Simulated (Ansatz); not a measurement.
**Relative stability**

Two relaxed structures of MgSiH$_{3}$, doublet (PBE0-D4/def2-TZVP; forces vanish, vibrations not checked).

A:

```
atom    x (Å)    y (Å)    z (Å)
 Mg1  -2.2919   0.6143   0.6238
 Si2  -0.0423  -0.1958  -0.1505
  H3   0.6224   0.2230  -1.4199
  H4   0.5860  -1.4858   0.2612
  H5  -3.7778   1.2094   1.1964
```

B:

```xyz
5
angstrom
Mg -2.3201 0.7140 0.4121
Si 0.1731 -0.0535 -0.0309
H 0.5941 0.1485 -1.4520
H 0.3909 -1.5035 0.2650
H 1.1621 0.6945 0.8058
```

Computed with Ansatz 0.2.0 (basis: def2-TZVPP); correlated methods freeze the cores; orbitals are unrestricted. The outer core shell of Li, Na, Mg and K is correlated. The def2 sets are not built for correlating such inner shells, so the correlated values are less sure here. B3LYP uses VWN-RPA correlation.

Which structure is lower at CCSD(T), and by how much? (An estimate is asked for; the value comes from the calculation.)

The calculation gives: B, by 0.671 eV (electronic energy, against the other). By their contacts, A is MgSiH₃ ([MgH][SiH2]) and B is MgSiH₃ ([Mg][SiH3]).

All methods give the same order:

```tsv
method	E(B) − E(A) (eV)
PBE-D4	-0.738
r2SCAN-D4	-0.649
PBE0-D4	-0.735
B3LYP-D4	-0.732
wB97M-V	-0.664
HF	-0.712
MP2	-0.741
CCSD	-0.661
CCSD(T)	-0.671
```

No T1 diagnostic of these runs exceeds 0.015. ⟨S²⟩ of the unrestricted Hartree–Fock references: 0.76 to 0.77 (a pure state has 0.75).

Labels in which every atom is bracketed show which atoms are joined, not bond orders.

For scale, one of the runs: CCSD(T)/def2-TZVPP, 116 basis functions, launched by `ansatz run in.yaml --threads 2 --pin off --events-out ev --progress --plain --max-ram 4352MiB`. Time: 13 s of wall clock on 2 CPU threads of an Intel Xeon 6975P-C; the host was shared. Peak host memory: 1.1 GiB.
